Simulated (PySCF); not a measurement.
## Dipole moment and polarisability of isobutyronitrile

Species: isobutyronitrile, C4H7N.
Structure used (PBE0-D3(BJ)/def2-TZVP), in Å, numbered top down from 1:
```xyz
12
C4H7N angstrom
C      0.2166   -0.8374    1.0455
C      0.4192    0.1610   -0.0926
C     -0.6086   -0.0207   -1.2075
C      0.3806    1.5283    0.4191
N      0.3414    2.6011    0.8314
H      0.3080   -1.8547    0.6605
H     -0.7769   -0.7228    1.4829
H      0.9558   -0.6970    1.8347
H      1.4218    0.0192   -0.5118
H     -1.6207    0.1168   -0.8225
H     -0.4508    0.6942   -2.0157
H     -0.5304   -1.0298   -1.6163
```

Level: CAM-B3LYP/aug-cc-pVTZ (PySCF), static field, nuclei fixed, core orbitals frozen in the response. The polarisability tensor in these axes (au):

```
x   46.13  0.96  2.27
y    0.96 62.23  3.66
z    2.27  3.66 51.90
```

**Question.** What are the eigenvalues, a third of the trace, and Δα (Δα² = ½Σ(αi − αj)² over the three pairs)?

**Answer.** Principal values 45.34, 51.37 and 63.55 au; mean 53.42 au = 7.92 Å³ = 8.81 × 10⁻⁴⁰ C²·m²/J; Δα = 16.07 au (30 % of the mean).

**Question.** What is the dipole moment, and where does it point?

**Answer.** (-0.01, -3.95, -1.45) D, 4.21 D in size, pointing from the negative to the positive side. Measured along this direction, the outermost atoms are N5 at the negative end and H12 and H6 at the positive end.

**Question.** What would n − 1 = 2πNα be for an ideal gas of these molecules at 298.15 K and 1 atm, electronic part alone?

**Answer.** N = p/kT = 2.4615 × 10¹⁹ cm⁻³, so n − 1 = 2π × N × 7.92 × 10⁻²⁴ cm³ = 1224 × 10⁻⁶ at long wavelengths, for an ideal gas.

**Question.** Traceless (Buckingham) quadrupole moment about the centre of nuclear charge: eigenvalues?

**Answer.** -9.95, 4.87, 5.08 D·Å. The values depend on the origin, since the dipole doesn't vanish. The electronic extent ⟨r²⟩ about the same centre is 458 bohr², a root-mean-square distance of 1.84 Å for the 38 electrons.

**Question.** Find the Langevin capture rate constant for O2+ (31.990 u) meeting this molecule (69.058 u), k = 2.342 × 10⁻⁹ cm³/s × √(α in Å³ / reduced mass in u).

**Answer.** The reduced mass is 21.86 u, so k = 1.41 × 10⁻⁹ cm³/s. The formula leaves out the permanent dipole, which adds to the capture rate.

**Question.** What depolarisation ratio follows for Rayleigh scattering of linearly polarised light, taking the static tensor?

**Answer.** ρ = 3Δα²/(45ᾱ² + 4Δα²) = 774.3/(128415 + 1032.4) = 0.00598.

Isolated species at its PBE0-D3(BJ)/def2-TZVP geometry, gas phase.
